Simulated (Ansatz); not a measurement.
`F[C@@H]1C[C@@H]1F` from Hartree–Fock to CCSD(T)

```xyz
9

F     1.790    0.628    0.177
C     0.498    0.649   -0.235
C    -0.529    0.112    0.709
C    -0.154   -0.660   -0.515
F     0.590   -1.780   -0.339
H     0.282    1.506   -0.862
H    -1.502    0.582    0.777
H    -0.131   -0.285    1.635
H    -0.844   -0.753   -1.347
```

The species carries charge 0 and has multiplicity 1. The structure was optimised at the PBE0-D4/def2-TZVP level. Frozen core, restricted reference, Ansatz. CBS rows extrapolate triple and quadruple zeta; past MP2 they add the triple-zeta difference.

```
     basis     HF (Eh)  MP2 corr.  CCSD corr.       (T)  CCSD(T) total
def2-TZVPP  -314.88340   -0.98673    -1.01074  -0.03613     -315.93027
def2-QZVPP  -314.89726   -1.06672           –         –              –
 CBS(def2)  -314.89917   -1.12598    -1.14999     as TZ     -316.08529
```
